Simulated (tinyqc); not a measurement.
Worked calculation: UKS/PBE in the sto-6g basis, for BH2, spin multiplicity 2. One step of it, computed by the program tinyqc.

Question. Iteration 1: diagonalisation and new density. Diagonalise F' = X^T F X, C = X C', fill 4 alpha and 3 beta electrons from the bottom; D(s) = C_occ C_occ^T. Each column has its largest component positive (the first on a tie).

F(alpha) (hartree):
```
,1B 1s,1B 2s,1B 2px,1B 2py,1B 2pz,2H 1s,3H 1s
1B 1s,-10.056005,-2.450100,0.000000,0.000000,-0.031320,-0.540092,-0.540092
1B 2s,-2.450100,-1.495353,0.000000,0.000000,-0.083945,-0.512010,-0.512010
1B 2px,0.000000,0.000000,-0.773760,0.000000,0.000000,0.000000,0.000000
1B 2py,0.000000,0.000000,0.000000,-0.736242,0.000000,-0.278702,0.278702
1B 2pz,-0.031320,-0.083945,0.000000,0.000000,-0.721799,-0.166369,-0.166369
2H 1s,-0.540092,-0.512010,0.000000,-0.278702,-0.166369,-0.202806,-0.113073
3H 1s,-0.540092,-0.512010,0.000000,0.278702,-0.166369,-0.113073,-0.202806
```

F(beta) (hartree):
```
,1B 1s,1B 2s,1B 2px,1B 2py,1B 2pz,2H 1s,3H 1s
1B 1s,-10.047553,-2.436191,0.000000,0.000000,-0.030009,-0.537702,-0.537702
1B 2s,-2.436191,-1.436171,0.000000,0.000000,-0.079518,-0.501426,-0.501426
1B 2px,0.000000,0.000000,-0.637877,0.000000,0.000000,0.000000,0.000000
1B 2py,0.000000,0.000000,0.000000,-0.712357,0.000000,-0.277075,0.277075
1B 2pz,-0.030009,-0.079518,0.000000,0.000000,-0.704266,-0.165264,-0.165264
2H 1s,-0.537702,-0.501426,0.000000,-0.277075,-0.165264,-0.202218,-0.111304
3H 1s,-0.537702,-0.501426,0.000000,0.277075,-0.165264,-0.111304,-0.202218
```

X:
```
,1B 1s,1B 2s,1B 2px,1B 2py,1B 2pz,2H 1s,3H 1s
1B 1s,1.030291,-0.159705,0.000000,0.000000,-0.010029,0.024110,0.024110
1B 2s,-0.159705,1.240049,0.000000,0.000000,0.101414,-0.300073,-0.300073
1B 2px,0.000000,0.000000,1.000000,0.000000,0.000000,0.000000,0.000000
1B 2py,0.000000,0.000000,0.000000,1.183907,0.000000,-0.286047,0.286047
1B 2pz,-0.010029,0.101414,0.000000,0.000000,1.048450,-0.143927,-0.143927
2H 1s,0.024110,-0.300073,0.000000,-0.286047,-0.143927,1.219411,-0.020244
3H 1s,0.024110,-0.300073,0.000000,0.286047,-0.143927,-0.020244,1.219411
```

Give: F' = X^T F X; orbital energies; coefficients C; F' = X^T F X; orbital energies; coefficients C; D(alpha) after iteration 1; D(beta) after iteration 1.

Answer.

F' = X^T F X (alpha) (hartree):
```
,1,2,3,4,5,6,7
1,-9.9520,-0.9810,0.0000,0.0000,-0.0162,-0.1215,-0.1215
2,-0.9810,-0.9911,0.0000,0.0000,-0.0474,-0.2315,-0.2315
3,0.0000,0.0000,-0.7738,0.0000,0.0000,0.0000,0.0000
4,0.0000,0.0000,0.0000,-0.6691,0.0000,-0.1735,0.1735
5,-0.0162,-0.0474,0.0000,0.0000,-0.7079,-0.0875,-0.0875
6,-0.1215,-0.2315,0.0000,-0.1735,-0.0875,0.1090,-0.0279
7,-0.1215,-0.2315,0.0000,0.1735,-0.0875,-0.0279,0.1090
```

orbital energies (alpha) (hartree): MO1 -10.0624, MO2 -0.9957, MO3 -0.7738, MO4 -0.7379, MO5 -0.6987, MO6 0.1868, MO7 0.2057

coefficients C (alpha):
```
,MO1,MO2,MO3,MO4,MO5,MO6,MO7
1B 1s,1.0074,-0.2475,0.0000,0.0000,0.0674,0.0871,0.0000
1B 2s,-0.0329,1.0513,0.0000,0.0000,-0.2832,-0.7531,0.0000
1B 2px,0.0000,0.0000,1.0000,0.0000,0.0000,0.0000,0.0000
1B 2py,0.0000,0.0000,0.0000,1.0307,0.0000,0.0000,-0.7092
1B 2pz,-0.0005,0.3167,0.0000,0.0000,0.9650,-0.3458,0.0000
2H 1s,0.0084,-0.0679,0.0000,-0.0387,-0.0192,0.9085,0.9212
3H 1s,0.0084,-0.0679,0.0000,0.0387,-0.0192,0.9085,-0.9212
```

F' = X^T F X (beta) (hartree):
```
,1,2,3,4,5,6,7
1,-9.9460,-0.9759,0.0000,0.0000,-0.0154,-0.1221,-0.1221
2,-0.9759,-0.9191,0.0000,0.0000,-0.0377,-0.2371,-0.2371
3,0.0000,0.0000,-0.6379,0.0000,0.0000,0.0000,0.0000
4,0.0000,0.0000,0.0000,-0.6380,0.0000,-0.1785,0.1785
5,-0.0154,-0.0377,0.0000,0.0000,-0.6883,-0.0901,-0.0901
6,-0.1221,-0.2371,0.0000,-0.1785,-0.0901,0.1086,-0.0281
7,-0.1221,-0.2371,0.0000,0.1785,-0.0901,-0.0281,0.1086
```

orbital energies (beta) (hartree): MO1 -10.0546, MO2 -0.9362, MO3 -0.7130, MO4 -0.6800, MO5 -0.6379, MO6 0.1979, MO7 0.2117

coefficients C (beta):
```
,MO1,MO2,MO3,MO4,MO5,MO6,MO7
1B 1s,1.0078,-0.2423,0.0000,0.0736,0.0000,0.0925,0.0000
1B 2s,-0.0346,1.0251,0.0000,-0.3103,0.0000,-0.7780,0.0000
1B 2px,0.0000,0.0000,0.0000,0.0000,1.0000,0.0000,0.0000
1B 2py,0.0000,0.0000,1.0197,0.0000,0.0000,0.0000,-0.7249
1B 2pz,-0.0008,0.3339,0.0000,0.9566,0.0000,-0.3530,0.0000
2H 1s,0.0089,-0.0467,-0.0246,-0.0182,0.0000,0.9098,0.9217
3H 1s,0.0089,-0.0467,0.0246,-0.0182,0.0000,0.9098,-0.9217
```

D(alpha) after iteration 1:
```
,1B 1s,1B 2s,1B 2px,1B 2py,1B 2pz,2H 1s,3H 1s
1B 1s,1.0761,-0.2934,0.0000,0.0000,-0.0789,0.0253,0.0253
1B 2s,-0.2934,1.1063,0.0000,0.0000,0.3330,-0.0717,-0.0717
1B 2px,0.0000,0.0000,1.0000,0.0000,0.0000,0.0000,0.0000
1B 2py,0.0000,0.0000,0.0000,1.0623,0.0000,-0.0399,0.0399
1B 2pz,-0.0789,0.3330,0.0000,0.0000,0.1003,-0.0215,-0.0215
2H 1s,0.0253,-0.0717,0.0000,-0.0399,-0.0215,0.0062,0.0032
3H 1s,0.0253,-0.0717,0.0000,0.0399,-0.0215,0.0032,0.0062
```

D(beta) after iteration 1:
```
,1B 1s,1B 2s,1B 2px,1B 2py,1B 2pz,2H 1s,3H 1s
1B 1s,1.0743,-0.2833,0.0000,0.0000,-0.0818,0.0203,0.0203
1B 2s,-0.2833,1.0520,0.0000,0.0000,0.3423,-0.0482,-0.0482
1B 2px,0.0000,0.0000,0.0000,0.0000,0.0000,0.0000,0.0000
1B 2py,0.0000,0.0000,0.0000,1.0397,0.0000,-0.0250,0.0250
1B 2pz,-0.0818,0.3423,0.0000,0.0000,0.1115,-0.0156,-0.0156
2H 1s,0.0203,-0.0482,0.0000,-0.0250,-0.0156,0.0029,0.0017
3H 1s,0.0203,-0.0482,0.0000,0.0250,-0.0156,0.0017,0.0029
```
